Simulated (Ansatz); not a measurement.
Reaction (SMILES): CCl (CH3-Cl) → [CH2]Cl (CH2-Cl) + H atom
B3LYP-D3(BJ)/def2-TZVP geometries, fixed; electronic energies without zero-point terms.

Basis-set convergence of the bond dissociation energy at PBE with Ansatz (a program for electronic structure). Cartesian d functions, on some or all atoms, in 6-311G**; all else is spherical. The program fits the integrals of some runs and decomposes those of others, by size. Open shells are unrestricted. No added dispersion term, no relativity. Functions are those of the species that has most. Reference: the value in pcseg-4, 102.11 kcal/mol, itself unsure by roughly 0.04 kcal/mol (its mean distance from aug-pcseg-3, aug-cc-pV(Q+d)Z, cc-pV(5+d)Z). Deviations are taken from unrounded values.

```json
[
 {"basis": "3-21G", "functions": "28", "bond dissociation energy (kcal/mol)": "111.98", "minus reference (kcal/mol)": "9.86"},
 {"basis": "6-31G", "functions": "28", "bond dissociation energy (kcal/mol)": "108.72", "minus reference (kcal/mol)": "6.60"},
 {"basis": "pcseg-0", "functions": "28", "bond dissociation energy (kcal/mol)": "107.58", "minus reference (kcal/mol)": "5.47"},
 {"basis": "pcseg-1", "functions": "47", "bond dissociation energy (kcal/mol)": "102.90", "minus reference (kcal/mol)": "0.79"},
 {"basis": "cc-pV(D+d)Z", "functions": "52", "bond dissociation energy (kcal/mol)": "101.54", "minus reference (kcal/mol)": "-0.58"},
 {"basis": "6-311G**", "functions": "63", "bond dissociation energy (kcal/mol)": "103.97", "minus reference (kcal/mol)": "1.85"},
 {"basis": "cc-pV(T+d)Z", "functions": "111", "bond dissociation energy (kcal/mol)": "102.34", "minus reference (kcal/mol)": "0.23"},
 {"basis": "def2-TZVPP", "functions": "115", "bond dissociation energy (kcal/mol)": "102.19", "minus reference (kcal/mol)": "0.07"},
 {"basis": "jun-cc-pV(T+d)Z", "functions": "129", "bond dissociation energy (kcal/mol)": "102.32", "minus reference (kcal/mol)": "0.21"},
 {"basis": "aug-cc-pV(T+d)Z", "functions": "170", "bond dissociation energy (kcal/mol)": "102.22", "minus reference (kcal/mol)": "0.10"},
 {"basis": "aug-cc-pV(Q+d)Z", "functions": "307", "bond dissociation energy (kcal/mol)": "102.21", "minus reference (kcal/mol)": "0.09"},
 {"basis": "cc-pV(5+d)Z", "functions": "356", "bond dissociation energy (kcal/mol)": "102.13", "minus reference (kcal/mol)": "0.02"},
 {"basis": "pcseg-4", "functions": "389", "bond dissociation energy (kcal/mol)": "102.11", "minus reference (kcal/mol)": "0.00"}
]
```

The smallest set listed that lies within 1 kcal/mol of the reference with all its larger relatives (same family, alike in diffuse functions; a set with none counts only in the reference's own line) is pcseg-1 (47 functions, 0.79 kcal/mol off). (Relatives not listed, tested too: pcseg-2 0.22, cc-pV(Q+d)Z 0.16, def2-QZVP 0.02, def2-QZVPP 0.02, pcseg-3 0.03 kcal/mol.)
